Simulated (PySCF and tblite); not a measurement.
The numbers below are computed, except where a source is named.
Allyl Fluoride, C3H5F, numbered as in [CH2:1]=[CH:2][CH2:3][F:4].

Level: B3LYP-D3(BJ)/def2-TZVP//PBE0-D3(BJ)/def2-SVP, thermal terms from GFN2-xTB, symmetry numbers and mirror pairs counted. Conformers within 3 kcal/mol (GFN2-xTB free energy) were kept, 8 at most. GIAO shieldings: PBE0/pcSseg-2. Shifts are against TMS (¹H), TMS (¹³C), CFCl3 (¹⁹F) at the same level. (PySCF 2.14, tblite 0.8.)

Torsions listed: C1–C2–C3–F4. Of a mirror pair one member is shown.

```tsv
conformer	shape	symmetry	E(GFN2) kcal/mol	E(DFT) kcal/mol
1	-132°	C1 (pair)	0.22	0.24
2	0°	Cs	0.00	0.00
```

**Question.** How much do the weights at 298.15 K and the averaged shift of F4 depend on how the conformers are weighted?

**Answer.** 
```
                                                              weighting  1 (%)  2 (%)  δ (ppm)  rms dipole (D)
DFT energy with thermal terms, symmetry and mirror images (full scheme)     60     40   -242.0            1.72
                             DFT energy with symmetry and mirror images     57     43   -242.5            1.72
                                                        bare DFT energy     40     60   -245.7            1.70
                        GFN2-xTB energy with symmetry and mirror images     58     42   -242.3            1.72
                                                   GFN2-xTB free energy     60     40   -241.9            1.72
                                                leading conformer alone    100      0   -234.5            1.76
                                                          equal weights     50     50   -243.8            1.71
                         full scheme, search stopped after three starts    100      0   -234.5            1.76
```

The largest departure from the full scheme, 7.5 ppm, comes with: leading conformer alone.

Unscaled ¹⁹F shifts at such levels can be off by tens of ppm; differences between conformers or isomers are more reliable.
